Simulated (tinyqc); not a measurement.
Worked calculation (part 1 of 2): CIS on RHF in the sto-3g basis, frozen core, for H2O, spin multiplicity 1. Computed by tinyqc, a small Python program that keeps every step (integrals from PySCF). Settings: charge = 0, multiplicity = 1, basis = sto-3g, method = RHF, frozen orbitals = 1, energy threshold = 1e-10, iteration cap = 75, orthogonalisation = symmetric, start = atomic densities, DIIS depth = 6. Command: `OMP_NUM_THREADS=1 python tinyqc.py 20191 20192 out.jsonl` (the two numbers bound the seeds that draw the settings). One thread of a shared host (Intel(R) Xeon(R) Processor @ 2.60GHz), about 0.09 s of CPU time with the checks. The early iterations of the SCF are left out here.

## One-electron integrals

Geometry (angstrom):
```
atom         x          y         z
O     0.000000   0.000000  0.000000
H     0.000000   0.899000  0.588000
H     0.000000  -0.981000  0.642000
```

Basis sto-3g: exponents (1/bohr^2) and contraction coefficients of normalised primitives:
```
element  l (shell)    exponent  coefficient
O            s (1)  130.709320     0.154329
O            s (1)   23.808861     0.535328
O            s (1)    6.443608     0.444635
O            s (2)    5.033151    -0.099967
O            s (2)    1.169596     0.399513
O            s (2)    0.380389     0.700115
O            p (3)    5.033151     0.155916
O            p (3)    1.169596     0.607684
O            p (3)    0.380389     0.391957
H            s (1)    3.425251     0.154329
H            s (1)    0.623914     0.535328
H            s (1)    0.168855     0.444635
```

Overlap, kinetic and nuclear-attraction integrals over the contracted functions; the nuclear repulsion is the sum of Za Zb / Rab.

nuclear repulsion = 7.83318427 hartree

overlap S:
```
           1O 1s     1O 2s    1O 2px     1O 2py    1O 2pz     2H 1s      3H 1s
1O 1s   1.000000  0.236704  0.000000   0.000000  0.000000  0.040839   0.032352
1O 2s   0.236704  1.000000  0.000000   0.000000  0.000000  0.401357   0.345401
1O 2px  0.000000  0.000000  1.000000   0.000000  0.000000  0.000000   0.000000
1O 2py  0.000000  0.000000  0.000000   1.000000  0.000000  0.293326  -0.261781
1O 2pz  0.000000  0.000000  0.000000   0.000000  1.000000  0.191853   0.171318
2H 1s   0.040839  0.401357  0.000000   0.293326  0.191853  1.000000   0.144528
3H 1s   0.032352  0.345401  0.000000  -0.261781  0.171318  0.144528   1.000000
```

kinetic energy T (hartree):
```
            1O 1s      1O 2s    1O 2px     1O 2py    1O 2pz      2H 1s      3H 1s
1O 1s   29.003200  -0.168011  0.000000   0.000000  0.000000  -0.007899  -0.008921
1O 2s   -0.168011   0.808128  0.000000   0.000000  0.000000   0.079523   0.048368
1O 2px   0.000000   0.000000  2.528731   0.000000  0.000000   0.000000   0.000000
1O 2py   0.000000   0.000000  0.000000   2.528731  0.000000   0.169397  -0.122834
1O 2pz   0.000000   0.000000  0.000000   0.000000  2.528731   0.110796   0.080387
2H 1s   -0.007899   0.079523  0.000000   0.169397  0.110796   0.760032  -0.008178
3H 1s   -0.008921   0.048368  0.000000  -0.122834  0.080387  -0.008178   0.760032
```

nuclear attraction V (hartree):
```
             1O 1s      1O 2s     1O 2px     1O 2py     1O 2pz      2H 1s      3H 1s
1O 1s   -61.562433  -7.406523   0.000000  -0.001657  -0.012413  -1.309834  -1.035275
1O 2s    -7.406523  -9.991445   0.000000  -0.018423  -0.152065  -3.107689  -2.597827
1O 2px    0.000000   0.000000  -9.860983   0.000000   0.000000   0.000000   0.000000
1O 2py   -0.001657  -0.018423   0.000000  -9.981287  -0.008661  -2.011012   1.723064
1O 2pz   -0.012413  -0.152065   0.000000  -0.008661  -9.912475  -1.352832  -1.163055
2H 1s    -1.309834  -3.107689   0.000000  -2.011012  -1.352832  -5.358266  -0.853358
3H 1s    -1.035275  -2.597827   0.000000   1.723064  -1.163055  -0.853358  -5.062476
```

core Hamiltonian H = T + V (hartree):
```
             1O 1s      1O 2s     1O 2px     1O 2py     1O 2pz      2H 1s      3H 1s
1O 1s   -32.559233  -7.574534   0.000000  -0.001657  -0.012413  -1.317733  -1.044196
1O 2s    -7.574534  -9.183317   0.000000  -0.018423  -0.152065  -3.028166  -2.549459
1O 2px    0.000000   0.000000  -7.332252   0.000000   0.000000   0.000000   0.000000
1O 2py   -0.001657  -0.018423   0.000000  -7.452555  -0.008661  -1.841614   1.600230
1O 2pz   -0.012413  -0.152065   0.000000  -0.008661  -7.383743  -1.242036  -1.082668
2H 1s    -1.317733  -3.028166   0.000000  -1.841614  -1.242036  -4.598234  -0.861536
3H 1s    -1.044196  -2.549459   0.000000   1.600230  -1.082668  -0.861536  -4.302444
```

## Two-electron integrals

Functions are numbered as in S; the eight-fold symmetry (ij|kl) = (ji|kl) = (kl|ij) leaves the list below.

Two-electron integrals (ij|kl) in chemists' order, unique and non-zero (hartree):
```
(11|11) 4.785065    (21|11) 0.741380    (21|21) 0.136873    (22|11) 1.118947
(22|21) 0.256633    (22|22) 0.817206    (31|31) 0.024477    (32|31) 0.037809
(32|32) 0.180518    (33|11) 1.115814    (33|21) 0.256684    (33|22) 0.817023
(33|33) 0.880159    (41|41) 0.024477    (42|41) 0.037809    (42|42) 0.180518
(43|43) 0.047444    (44|11) 1.115814    (44|21) 0.256684    (44|22) 0.817023
(44|33) 0.785270    (44|44) 0.880159    (51|51) 0.024477    (52|51) 0.037809
(52|52) 0.180518    (53|53) 0.047444    (54|54) 0.047444    (55|11) 1.115814
(55|21) 0.256684    (55|22) 0.817023    (55|33) 0.785270    (55|44) 0.785270
(55|55) 0.880159    (61|11) 0.129572    (61|21) 0.023732    (61|22) 0.044251
(61|33) 0.044165    (61|41) 0.000915    (61|42) 0.001719    (61|44) 0.044351
(61|51) 0.000598    (61|52) 0.001124    (61|54) 0.000122    (61|55) 0.044244
(61|61) 0.004168    (62|11) 0.328316    (62|21) 0.076302    (62|22) 0.270596
(62|33) 0.265895    (62|41) 0.004803    (62|42) 0.037330    (62|44) 0.275587
(62|51) 0.003142    (62|52) 0.024416    (62|54) 0.006339    (62|55) 0.270041
(62|61) 0.013503    (62|62) 0.112724    (63|31) 0.007823    (63|32) 0.046124
(63|43) 0.007672    (63|53) 0.005018    (63|63) 0.015717    (64|11) 0.202545
(64|21) 0.047664    (64|22) 0.180465    (64|33) 0.172355    (64|41) 0.010444
(64|42) 0.069577    (64|44) 0.193849    (64|51) 0.001714    (64|52) 0.015340
(64|54) 0.009041    (64|55) 0.174986    (64|61) 0.008792    (64|62) 0.091341
(64|64) 0.088871    (65|11) 0.132477    (65|21) 0.031175    (65|22) 0.118035
(65|33) 0.112730    (65|41) 0.001714    (65|42) 0.015340    (65|44) 0.116753
(65|51) 0.008944    (65|52) 0.056157    (65|54) 0.010303    (65|55) 0.124487
(65|61) 0.005750    (65|62) 0.059742    (65|64) 0.047848    (65|65) 0.047012
(66|11) 0.480887    (66|21) 0.113567    (66|22) 0.463019    (66|33) 0.444614
(66|41) 0.008930    (66|42) 0.096758    (66|44) 0.482878    (66|51) 0.005841
(66|52) 0.063285    (66|54) 0.025027    (66|55) 0.460983    (66|61) 0.020256
(66|62) 0.247293    (66|64) 0.228661    (66|65) 0.149558    (66|66) 0.774606
(71|11) 0.102467    (71|21) 0.018777    (71|22) 0.035047    (71|33) 0.034978
(71|41) -0.000712   (71|42) -0.001345   (71|44) 0.035126    (71|51) 0.000466
(71|52) 0.000880    (71|54) -0.000096   (71|55) 0.035041    (71|61) 0.003241
(71|62) 0.010318    (71|64) 0.006171    (71|65) 0.004397    (71|66) 0.015317
(71|71) 0.002608    (72|11) 0.274269    (72|21) 0.063803    (72|22) 0.228058
(72|33) 0.224007    (72|41) -0.004005   (72|42) -0.031899   (72|44) 0.232357
(72|51) 0.002621    (72|52) 0.020876    (72|54) -0.005464   (72|55) 0.227583
(72|61) 0.010892    (72|62) 0.074679    (72|64) 0.042086    (72|65) 0.038537
(72|66) 0.131911    (72|71) 0.008941    (72|72) 0.081915    (73|31) 0.006364
(73|32) 0.038170    (73|43) -0.006452   (73|53) 0.004223    (73|63) 0.009820
(73|73) 0.011091    (74|11) -0.174201   (74|21) -0.041017   (74|22) -0.156539
(74|33) -0.149609   (74|41) 0.008602    (74|42) 0.058653    (74|44) -0.167908
(74|51) -0.001465   (74|52) -0.013405   (74|54) 0.007753    (74|55) -0.151920
(74|61) -0.006717   (74|62) -0.043847   (74|64) -0.015451   (74|65) -0.022166
(74|66) -0.071105   (74|71) -0.005975   (74|72) -0.068373   (74|74) 0.067520
(75|11) 0.114003    (75|21) 0.026843    (75|22) 0.102445    (75|33) 0.097909
(75|41) -0.001465   (75|42) -0.013405   (75|44) 0.101440    (75|51) 0.007323
(75|52) 0.046942    (75|54) -0.008762   (75|55) 0.107866    (75|61) 0.004771
(75|62) 0.039352    (75|64) 0.021792    (75|65) 0.029823    (75|66) 0.075636
(75|71) 0.003910    (75|72) 0.044746    (75|74) -0.036930   (75|75) 0.035259
(76|11) 0.085768    (76|21) 0.020115    (76|22) 0.077446    (76|33) 0.075772
(76|41) -0.000031   (76|42) -0.000407   (76|44) 0.077533    (76|51) 0.001315
(76|52) 0.012240    (76|54) -0.000093   (76|55) 0.078948    (76|61) 0.003511
(76|62) 0.031237    (76|64) 0.021892    (76|65) 0.018692    (76|66) 0.069852
(76|71) 0.002783    (76|72) 0.027097    (76|74) -0.019937   (76|75) 0.016633
(76|76) 0.010990    (77|11) 0.444073    (77|21) 0.104951    (77|22) 0.432200
(77|33) 0.415700    (77|41) -0.007806   (77|42) -0.087717   (77|44) 0.449991
(77|51) 0.005108    (77|52) 0.057405    (77|54) -0.022441   (77|55) 0.430386
(77|61) 0.017880    (77|62) 0.146549    (77|64) 0.076241    (77|65) 0.081960
(77|66) 0.279888    (77|71) 0.014799    (77|72) 0.204295    (77|74) -0.194663
(77|75) 0.127394    (77|76) 0.069852    (77|77) 0.774606
```

## Orthogonalisation

S = U s U^T; symmetric (Loewdin) form X = U s^(-1/2) U^T, so that X^T S X = 1.

eigenvalues of S: 0.438176  0.539615  0.894479  1.000000  1.089478  1.324488  1.713765

X:
```
            1O 1s      1O 2s    1O 2px     1O 2py     1O 2pz      2H 1s      3H 1s
1O 1s    1.023571  -0.136231  0.000000  -0.001336  -0.006399   0.020104   0.017407
1O 2s   -0.136231   1.150750  0.000000   0.016204   0.061089  -0.240466  -0.191710
1O 2px   0.000000   0.000000  1.000000   0.000000   0.000000   0.000000   0.000000
1O 2py  -0.001336   0.016204  0.000000   1.076551   0.006818  -0.190650   0.163538
1O 2pz  -0.006399   0.061089  0.000000   0.006818   1.028979  -0.112582  -0.093450
2H 1s    0.020104  -0.240466  0.000000  -0.190650  -0.112582   1.139522  -0.049363
3H 1s    0.017407  -0.191710  0.000000   0.163538  -0.093450  -0.049363   1.100820
```

## Iteration 8 (converged): orbitals

converged F (hartree):
```
             1O 1s      1O 2s     1O 2px     1O 2py     1O 2pz      2H 1s      3H 1s
1O 1s   -20.243442  -5.161561   0.000000  -0.001855  -0.024879  -0.906283  -0.719242
1O 2s    -5.161561  -2.398783   0.000000  -0.018747  -0.061900  -0.833638  -0.705942
1O 2px    0.000000   0.000000  -0.380029   0.000000   0.000000   0.000000   0.000000
1O 2py   -0.001855  -0.018747   0.000000  -0.222824  -0.019826  -0.384547   0.349541
1O 2pz   -0.024879  -0.061900   0.000000  -0.019826  -0.262021  -0.301373  -0.278863
2H 1s    -0.906283  -0.833638   0.000000  -0.384547  -0.301373  -0.437964  -0.203709
3H 1s    -0.719242  -0.705942   0.000000   0.349541  -0.278863  -0.203709  -0.350890
```

Diagonalise F' = X^T F X, C = X C', fill 5 alpha and 5 beta electrons from the bottom; D = 2 C_occ C_occ^T. Each column has its largest component positive (the first on a tie).

F' = X^T F X (hartree):
```
            1          2          3          4          5          6          7
1  -19.869127  -2.684460   0.000000  -0.003821  -0.049857  -0.108168  -0.064578
2   -2.684460  -1.308844   0.000000   0.012219   0.093227  -0.432435  -0.358029
3    0.000000   0.000000  -0.380029   0.000000   0.000000   0.000000   0.000000
4   -0.003821   0.012219   0.000000   0.010102  -0.003586  -0.423529   0.383722
5   -0.049857   0.093227   0.000000  -0.003586  -0.162873  -0.286953  -0.259491
6   -0.108168  -0.432435   0.000000  -0.423529  -0.286953  -0.012940  -0.054612
7   -0.064578  -0.358029   0.000000   0.383722  -0.259491  -0.054612  -0.029767
```

orbital energies (hartree): MO1 -20.251717, MO2 -1.195169, MO3 -0.548990, MO4 -0.410530, MO5 -0.380029, MO6 0.429564, MO7 0.603393

coefficients C:
```
              MO1        MO2        MO3        MO4       MO5        MO6        MO7
1O 1s    0.994452  -0.240200   0.016840   0.086797  0.000000   0.107120  -0.032914
1O 2s    0.023936   0.891850  -0.088310  -0.445112  0.000000  -0.627368   0.214179
1O 2px   0.000000   0.000000   0.000000   0.000000  1.000000   0.000000   0.000000
1O 2py   0.000492   0.018988   0.591820  -0.045654  0.000000   0.205089   0.909730
1O 2pz   0.002839   0.075511   0.064334   0.768520  0.000000  -0.674084   0.170775
2H 1s   -0.004935   0.158140   0.467337   0.282071  0.000000   0.536971  -0.892669
3H 1s   -0.004020   0.127624  -0.432035   0.372310  0.000000   0.829062   0.507797
```

D after iteration 8:
```
            1O 1s      1O 2s    1O 2px     1O 2py     1O 2pz      2H 1s      3H 1s
1O 1s    2.108896  -0.461083  0.000000   0.003863   0.104948  -0.021080  -0.019226
1O 2s   -0.461083   2.003784  0.000000  -0.029991  -0.560694  -0.051811  -0.027684
1O 2px   0.000000   0.000000  2.000000   0.000000   0.000000   0.000000   0.000000
1O 2py   0.003863  -0.029991  0.000000   0.705392   0.008846   0.533404  -0.540526
1O 2pz   0.104948  -0.560694  0.000000   0.008846   1.200944   0.517540   0.535917
2H 1s   -0.021080  -0.051811  0.000000   0.533404   0.517540   0.646001  -0.153371
3H 1s   -0.019226  -0.027684  0.000000  -0.540526   0.535917  -0.153371   0.683145
```

## Convergence

Stop when the energy changes by less than 1e-10 hartree and every element of the error matrix X^T (F D S - S D F) X is below 3e-06.

Course of the cycle:
```
iteration   E (hartree)     change  largest element of the error matrix
1          -75.12960157          -                             1.02e+00
2          -74.87224253   2.57e-01                             2.04e-01
3          -74.92011803  -4.79e-02                             2.89e-02
4          -74.92116838  -1.05e-03                             5.72e-03
5          -74.92120535  -3.70e-05                             2.65e-04
6          -74.92120560  -2.52e-07                             9.62e-05
7          -74.92120564  -3.93e-08                             1.52e-06
8          -74.92120564  -4.01e-12                             3.61e-07
```

PySCF RHF in the same basis = -74.92120564 hartree

Converged in 8 iterations.

## Integrals over molecular orbitals

(pq|rs) = sum C_ip C_jq C_kr C_ls (ij|kl), one index at a time.

one-electron integrals over orbitals h = C^T H C (hartree):
```
            1          2          3          4          5          6          7
1  -32.542621   0.571341  -0.038709  -0.191852   0.000000  -0.247883   0.075468
2    0.571341  -7.547176   0.062448   0.512800   0.000000   1.140042  -0.372028
3   -0.038709   0.062448  -5.957314  -0.148489   0.000000  -0.399562  -1.744373
4   -0.191852   0.512800  -0.148489  -6.588591   0.000000   1.313710  -0.121236
5    0.000000   0.000000   0.000000   0.000000  -7.332252   0.000000   0.000000
6   -0.247883   1.140042  -0.399562   1.313710   0.000000  -5.205417  -0.070622
7    0.075468  -0.372028  -1.744373  -0.121236   0.000000  -0.070622  -5.524810
```

Two-electron integrals over orbitals (pq|rs), unique and non-zero (hartree); the lowest 1 orbital is frozen and left out:
```
(22|22) 0.723398    (32|22) 0.006156    (32|32) 0.129867    (33|22) 0.608616
(33|32) -0.002246   (33|33) 0.587199    (42|22) -0.025954   (42|32) 0.004820
(42|33) 0.002567    (42|42) 0.129527    (43|22) 0.015801    (43|32) 0.028239
(43|33) 0.009154    (43|42) -0.015056   (43|43) 0.055976    (44|22) 0.664368
(44|32) -0.016544   (44|33) 0.562947    (44|42) -0.093694   (44|43) 0.012814
(44|44) 0.708112    (52|52) 0.150985    (53|52) -0.007982   (53|53) 0.026400
(54|52) -0.041162   (54|53) 0.004080    (54|54) 0.047174    (55|22) 0.755353
(55|32) -0.010181   (55|33) 0.596830    (55|42) -0.075970   (55|43) 0.019393
(55|44) 0.693754    (55|55) 0.880159    (62|22) -0.121762   (62|32) 0.016057
(62|33) -0.060002   (62|42) -0.034953   (62|43) -0.005508   (62|44) -0.062752
(62|55) -0.134140   (62|62) 0.089925    (63|22) 0.042666    (63|32) 0.038067
(63|33) 0.026004    (63|42) -0.014109   (63|43) 0.040814    (63|44) 0.021616
(63|55) 0.046341    (63|62) -0.018512   (63|63) 0.082857    (64|22) -0.130447
(64|32) -0.013737   (64|33) -0.048218   (64|42) 0.041038    (64|43) -0.018919
(64|44) -0.128958   (64|55) -0.148730   (64|62) 0.058697    (64|63) -0.039673
(64|64) 0.100070    (65|52) -0.049837   (65|53) 0.007212    (65|54) -0.006304
(65|65) 0.033093    (66|22) 0.576884    (66|32) -0.035124   (66|33) 0.539446
(66|42) 0.047280    (66|43) -0.027687   (66|44) 0.541701    (66|55) 0.566278
(66|62) -0.081913   (66|63) -0.019691   (66|64) -0.039991   (66|66) 0.587975
(72|22) 0.041580    (72|32) 0.053440    (72|33) 0.009949    (72|42) -0.001674
(72|43) -0.025145   (72|44) 0.028062    (72|55) 0.043578    (72|62) -0.007923
(72|63) -0.023179   (72|64) -0.020632   (72|66) 0.022432    (72|72) 0.072713
(73|22) 0.162542    (73|32) -0.026813   (73|33) 0.086453    (73|42) -0.068461
(73|43) 0.002336    (73|44) 0.145859    (73|55) 0.198352    (73|62) -0.063963
(73|63) 0.011579    (73|64) -0.089740   (73|66) 0.053439    (73|72) 0.025833
(73|73) 0.154914    (74|22) 0.007018    (74|32) -0.066038   (74|33) 0.005493
(74|42) 0.003170    (74|43) -0.009847   (74|44) 0.017043    (74|55) 0.013013
(74|62) -0.015209   (74|63) -0.048422   (74|64) 0.008479    (74|66) 0.032086
(74|72) -0.014240   (74|73) 0.025642    (74|74) 0.063134    (75|52) 0.015440
(75|53) 0.022672    (75|54) -0.001470   (75|65) -0.002282   (75|75) 0.026598
(76|22) -0.003180   (76|32) -0.078899   (76|33) 0.003202    (76|42) -0.012778
(76|43) -0.054571   (76|44) 0.019037    (76|55) 0.006646    (76|62) 0.003351
(76|63) -0.059266   (76|64) 0.018730    (76|66) 0.039632    (76|72) 0.001305
(76|73) 0.031374    (76|74) 0.047683    (76|76) 0.095240    (77|22) 0.614922
(77|32) 0.042385    (77|33) 0.579972    (77|42) -0.019843   (77|43) 0.033664
(77|44) 0.575335    (77|55) 0.613586    (77|62) -0.058535   (77|63) 0.056930
(77|64) -0.065874   (77|66) 0.522567    (77|72) 0.020722    (77|73) 0.087609
(77|74) -0.024361   (77|76) -0.039040   (77|77) 0.621234
```

## CIS matrix, singlets

A(ia,jb) = (e_a - e_i) d_ij d_ab + 2 (ia|jb) - (ij|ab).

CIS matrix A, singlet (hartree):
```
           2>6        2>7        3>6        3>7        4>6        4>7        5>6        5>7
2>6   1.227700  -0.012667  -0.001899  -0.049027   0.070113  -0.017641   0.000000   0.000000
2>7  -0.012667   1.329066   0.032542   0.009281  -0.028487  -0.008637   0.000000   0.000000
3>6  -0.001899   0.032542   0.604822   0.019955  -0.051660  -0.042273   0.000000   0.000000
3>7  -0.049027   0.009281   0.019955   0.882238  -0.124909   0.017620   0.000000   0.000000
4>6   0.070113  -0.028487  -0.051660  -0.124909   0.498533  -0.002080   0.000000   0.000000
4>7  -0.017641  -0.008637  -0.042273   0.017620  -0.002080   0.564856   0.000000   0.000000
5>6   0.000000   0.000000   0.000000   0.000000   0.000000   0.000000   0.309501  -0.011210
5>7   0.000000   0.000000   0.000000   0.000000   0.000000   0.000000  -0.011210   0.423031
```

## CIS singlet states

dipole integrals <i|r|a> (bohr):
```
             x          y          z
2>6   0.000000   0.020487   0.002329
2>7   0.000000  -0.089733  -0.031973
3>6   0.000000   0.976221  -0.134009
3>7   0.000000  -0.272467  -0.623118
4>6   0.000000  -0.308247   0.517307
4>7   0.000000  -0.744121  -0.048778
5>6  -0.072803   0.000000   0.000000
5>7   0.018252   0.000000   0.000000
```

Diagonalise A (1 hartree = 27.211386 eV); each vector has its largest component positive (the first on a tie). The transition dipole is mu = sqrt2 sum c_ia <i|r|a>.

singlet excitation energies (eV): 8.392115  11.541095  12.098745  14.673735  17.331659  24.724393  33.806557  36.339310

lowest vectors:
```
      state 1    state 2    state 3    state 4    state 5    state 6
2>6  0.000000   0.000000  -0.065074   0.031418  -0.002056   0.201972
2>7  0.000000   0.000000   0.016592  -0.013956  -0.051355  -0.039170
3>6  0.000000   0.000000   0.282676   0.464317   0.832239   0.096535
3>7  0.000000   0.000000   0.240154  -0.129174  -0.122820   0.937855
4>6  0.000000   0.000000   0.923447  -0.172817  -0.182670  -0.260723
4>7  0.000000   0.000000   0.071810   0.858298  -0.506244   0.028398
5>6  0.995252  -0.097335   0.000000   0.000000   0.000000   0.000000
5>7  0.097335   0.995252   0.000000   0.000000   0.000000   0.000000
```

oscillator strengths 2/3 w |mu|^2: 0.002054  0.000361  0.058568  0.015591  1.408034  0.659699
